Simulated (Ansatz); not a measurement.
System: diamond. Method: HSE06-D3(BJ) in Ansatz (plane waves, PAW).

Settings: plane-wave cutoff 460 eV, 12×12×12 k mesh, Fermi–Dirac smearing 0.01 eV, scalar-relativistic PAW data made under PBE.

Response to compression and expansion:

```csv
V (Å³/atom),P (GPa),direct gap at Γ (eV),smallest gap on the k mesh (eV)
5.225,27.99,7.230,5.541
5.363,13.68,7.150,5.471
5.500,0.93,7.073,5.404
5.638,-10.47,6.997,5.339
5.775,-20.58,6.924,5.277
```

The fundamental gap (5.36 eV at the equilibrium volume, with added k points) lies elsewhere than Γ–Γ.

Ansatz is a first-principles code.
